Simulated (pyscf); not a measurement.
PySCF, gas phase, ωB97X-D3(BJ)/def2-SVP geometries.

For the elementary gas-phase step H₂N–SiH₂–NH₂ + hydrogen (H₂) → ammonia (NH₃) + silylamine (H₂N–SiH₃) (singlet surface; N–Si, H–H broken, H–N, H–Si formed), what barrier and reaction energy does M06-2X/def2-TZVP give, measured from the separated reactants?

ΔE‡ = 46.8 kcal/mol, ΔE = +13.2 kcal/mol. ωB97M-D3(BJ)/def2-TZVP gives 43.7 kcal/mol and +10.6 kcal/mol. Zero-point energy shifts the barrier by +3.5 kcal/mol. It is a four-centre exchange, with an imaginary mode of 1384i cm⁻¹. At the saddle there is also a short H–Si contact that neither side keeps. One saddle was located; it need not be the lowest between these sides.
